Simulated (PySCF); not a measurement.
Species: nitrosyl fluoride, FNO.
Structure used (GFN2-xTB), in Å, numbered top down from 1:
```
atom  x, y, z in Å
O1    -1.0044   -0.2847   -0.0030
N2    -0.1579    0.4771   -0.0115
F3     1.1738   -0.1949    0.0019
```

The closed-shell ground state was solved at several levels (PySCF, density fitting, gas phase, non-relativistic).

| level | basis functions | total energy (Eh) | HOMO (eV) | LUMO (eV) | gap (eV) | dipole (D) |
| --- | --- | --- | --- | --- | --- | --- |
| wB97X-D/def2-SVPD | 66 | -229.4727 | -11.97 | -1.69 | 10.28 | 1.44 |
| PBE0/pcSseg-1 | 51 | -229.4603 | -9.76 | -3.38 | 6.38 | 1.36 |

(1) Estimate the row for B3LYP/pcJ-1, a basis of 81 functions; the other rows only guide the guess.

(2) Over all these levels, which gives the widest orbital gap and which the narrowest?

(3) How far do the dipole and the HOMO energy spread over the levels?

## Answers

(1) Total energy -229.7102 Eh, HOMO -9.47 eV, LUMO -3.68 eV, gap 5.79 eV, dipole 1.34 D.

(2) wB97X-D/def2-SVPD (range-separated hybrid) has the widest, 10.28 eV, and B3LYP/pcJ-1 (global hybrid, 20 % exact exchange) the narrowest, 5.79 eV. Functional and basis both differ between the two, so the spread mixes both effects.

(3) The dipole runs from 1.34 to 1.44 D (mean 1.38 D) and the HOMO from -11.97 to -9.47 eV.

wB97X-D is run here without its empirical dispersion term; that term would change no orbital, density or response property at a fixed geometry.
